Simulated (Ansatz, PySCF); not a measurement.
nitrogen dioxide (NO2), SMILES [O]N=O, multiplicity 2. Atoms are numbered in the order given.

```xyz
3

O      0.0000     1.0930     0.1406
N      0.0000     0.0000    -0.3182
O      0.0000    -1.0930     0.1407
```
Charge 0, spin multiplicity 2.

The structure is a stationary point at ωB97X-D3(BJ)/def2-TZVP.

Two levels are set side by side: PBE-D3(BJ)/def2-TZVP (Ansatz, a quantum-chemistry and plane-wave program) and ωB97X-D3(BJ)/def2-TZVP (PySCF). Each level has its own optimised geometry; the coordinates shown are those of the second. Frequencies come from the Hessian of PySCF at each geometry. Differences are taken from unrounded values.

| quantity | ωB97X-D3(BJ) |
|---|---|
| mean bond length (Å) | 1.185 |
| bond O1–N2 (Å) | 1.185 |
| bond N2–O3 (Å) | 1.185 |
| highest harmonic wavenumber (cm⁻¹) | 1764 |
| mean harmonic wavenumber (cm⁻¹) | 1330 |
| zero-point energy (kcal/mol) | 5.71 |

Task: What does PBE-D3(BJ) give, and how far is it from ωB97X-D3(BJ)? (Estimate from the structure and the level; the computed values follow.)

Result: 
```tsv
quantity	PBE-D3(BJ)	PBE-D3(BJ) minus ωB97X-D3(BJ)
mean bond length (Å)	1.204	0.018
bond O1–N2 (Å)	1.204	0.018
bond N2–O3 (Å)	1.204	0.018
highest harmonic wavenumber (cm⁻¹)	1653	-111
mean harmonic wavenumber (cm⁻¹)	1244	-86
zero-point energy (kcal/mol)	5.33	-0.37
```

Exact exchange shortens and stiffens bonds; PBE has none. Differences between two approximate levels are no errors against the true value.
